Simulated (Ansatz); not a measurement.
# HBN, doublet in 6-31G: errors against full CI

Geometry: a point of a breathe scan, not a stationary point.

```yaml
atoms:
  - { symbol: B, position_ang: [0.0000, 0.0000, 0.0485] }
  - { symbol: N, position_ang: [0.0000, 0.0000, -1.3930] }
  - { symbol: H, position_ang: [0.0000, 0.0000, 1.3445] }
```

Basis 6-31G; Ansatz 0.2.0. Only valence electrons are correlated (noble-gas cores frozen), which leaves 9 electrons in 18 orbitals. Prefix R: restricted or restricted open-shell reference; prefix U: unrestricted. Active spaces: pair = (3e, 3o) about the gap; valence = (9e, 9o) chosen from the atoms' valence shells.

Full CI is exact within this basis and frozen core; it isn't the basis-set limit. The frozen core follows each run's orbitals, which can shift R against U totals by a few meV.

Unrestricted rows (U) aren't spin-pure: their determinants' ⟨S²⟩ exceeds S(S+1) by up to 0.38, so they mix in states of higher spin. For open shells CISD and CISDTQ are restricted-active-space CI with the open shells as a complete middle space.

- UHF ⟨S²⟩: 1.128
- T1 diagnostic (RCCSD): 0.0321
- largest doubles amplitude (RCCSD): 0.144
- T1 diagnostic (UCCSD): 0.0834

```
                     level  E − E(full CI) (mEh)  share of correlation (%)  wall time
                       RHF                177.30                      0.00          –
                       UHF                168.31                      5.07          –
                      RMP2                 25.28                     85.74          –
                      UMP2                 48.21                     72.81          –
                      CISD                 18.81                     89.39     0.91 s
                     RCCSD                  8.44                     95.24          –
                     UCCSD                  7.65                     95.68          –
                  RCCSD(T)                  1.80                     98.99     0.72 s
                  UCCSD(T)                  2.48                     98.60      1.3 s
                   BCCD(T)                  2.06                     98.84     0.94 s
                    RCCSDT                  0.66                     99.63          –
                    UCCSDT                  0.59                     99.67          –
                    CISDTQ                  1.00                     99.44        8 s
                 RCCSDT(Q)                  0.06                     99.97      4.1 s
                 UCCSDT(Q)                 -0.24                    100.13      4.9 s
                   RCCSDTQ                  0.05                     99.97       44 s
       CASSCF (pair space)                142.00                     19.91          –
       NEVPT2 (pair space)                 26.84                     84.86      0.3 s
       MRCISD (pair space)                 13.94                     92.14          –
     MRCISD+Q (pair space)                  3.78                     97.87     0.49 s
    CASSCF (valence space)                 51.40                     71.01          –
    NEVPT2 (valence space)                 12.91                     92.72        4 s
NEVPT4(SD) (valence space)                  1.87                     98.95      6.5 s
    MRCISD (valence space)                  1.70                     99.04          –
  MRCISD+Q (valence space)                  0.55                     99.69        7 s
```

The correlation energy at full CI, counted from RHF, is -4.825 eV. That run took 2 min on 1 thread of Arm Neoverse V1, shared host over 6,554,240 determinants.

Times hold each run's SCF and search for its determinant on a shared host, so for small cases they say little of a method's own cost; they ran on 1 thread of Arm Neoverse V1.

Not variational, and here over 5 meV under the exact energy: UCCSDT(Q).

The full-CI state has the irrep B1 of C2v, in the program's axes (one component, if the state is degenerate).

Natural occupations of full CI about the gap: 1.978 1.959 1.955 1.892 0.975 0.102 0.047 0.038 0.019 0.013; effectively unpaired electrons, Σ n²(2−n)², 1.11.
